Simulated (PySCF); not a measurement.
**Worked example: correlation energy of SiO, singlet**

Geometry: a PBE0/def2-TZVP stationary point for this spin.

```tsv
atom	x (Å)	y (Å)	z (Å)
Si	0.0000	0.0000	0.0000
O	0.0000	0.0000	1.5088
```

Basis 6-31G; PySCF 2.14.0. Only valence electrons are correlated (noble-gas cores frozen), which leaves 10 electrons in 16 orbitals. Prefix R: restricted or restricted open-shell reference.

Full CI is exact within this basis and frozen core; it isn't the basis-set limit.

RCCSD has a T1 diagnostic of 0.033 and a largest doubles amplitude of 0.08.

| level | total energy (hartree) |
| --- | --- |
| RHF | -363.700731 |
| RMP2 | -363.900662 |
| RCCSD | -363.892183 |
| RCCSD(T) | -363.901564 |
| RCCSDT | -363.901910 |
| RCCSDT(Q) | -363.903233 |
| full CI | -363.902975 |

What is the correlation energy at full CI, and what share of it do RMP2 and RCCSD recover?

E(corr) = -363.902975 − (-363.700731) = -0.202244 hartree = -5.503 eV. RMP2: -0.199931 / -0.202244 = 98.86 %. RCCSD: -0.191452 / -0.202244 = 94.66 %.

By how many kcal/mol does RCCSD(T) miss full CI (1 hartree = 627.509 kcal/mol), and which steps make up the rest?

-363.901564 − (-363.902975) = 0.001411 hartree = 0.89 kcal/mol. Steps: RCCSDT − RCCSD(T) = -0.22, RCCSDT(Q) − RCCSDT = -0.83, full CI − RCCSDT(Q) = 0.16 kcal/mol. Differences between like states or geometries often cancel part of this.
